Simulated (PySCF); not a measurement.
Isomers of C5H7F, one GFN2-xTB conformer each. Single-point energies are computed at PBE0/pcSseg-1 (PySCF, gas phase, no added dispersion term), electronic only.

```csv
SMILES,GFN2-xTB relative energy (kcal/mol)
FC=C1CCC1,0.0
C=CC(=C)CF,12.9
C=C(C)/C=C\F,8.4
C#CC(C)(C)F,16.7
```

Conformers: `[CH2:1]=[CH:2][C:3](=[CH2:4])[CH2:5][F:6]` with C1–C2–C3–C4 180°, C2–C3–C5–F6 180°; `[CH2:1]=[C:2]([CH3:3])/[CH:4]=[CH:5]\[F:6]` with C1–C2–C4–C5 180°.

Problem. What does PBE0/pcSseg-1 give for the same structures?

Solution. 
```tsv
SMILES	PBE0/pcSseg-1 E (Eh)	PBE0/pcSseg-1 (kcal/mol)	GFN2-xTB (kcal/mol)	point group
C=C(C)/C=C\F	-294.17564	0.0	8.4	Cs
C=CC(=C)CF	-294.16966	3.8	12.9	Cs
FC=C1CCC1	-294.16510	6.6	0.0	Cs
C#CC(C)(C)F	-294.14953	16.4	16.7	Cs
```

GFN2-xTB puts FC=C1CCC1 lowest instead; measured from each level's own lowest isomer, the values differ by up to 9.1 kcal/mol (C=CC(=C)CF: 12.9 against 3.8). As drawn, the lowest has a C=C bond outside aromatic rings, which the highest lacks; the highest has a C≡C bond, which the lowest lacks.

Problem. Which frontier levels, dipoles and rotational constants go with these structures?

Solution. 
```json
{"SMILES": "C=C(C)/C=C\\F", "HOMO (eV, PBE0/pcSseg-1)": "-6.64", "LUMO (eV)": "-0.66", "dipole (D)": "0.97", "A, B, C (MHz)": "7189, 2522, 1889"}
{"SMILES": "C=CC(=C)CF", "HOMO (eV, PBE0/pcSseg-1)": "-7.03", "LUMO (eV)": "-0.99", "dipole (D)": "1.59", "A, B, C (MHz)": "6356, 2514, 1823"}
{"SMILES": "FC=C1CCC1", "HOMO (eV, PBE0/pcSseg-1)": "-6.87", "LUMO (eV)": "0.38", "dipole (D)": "1.82", "A, B, C (MHz)": "9439, 2302, 1917"}
{"SMILES": "C#CC(C)(C)F", "HOMO (eV, PBE0/pcSseg-1)": "-8.10", "LUMO (eV)": "0.59", "dipole (D)": "1.97", "A, B, C (MHz)": "4808, 2791, 2726"}
```
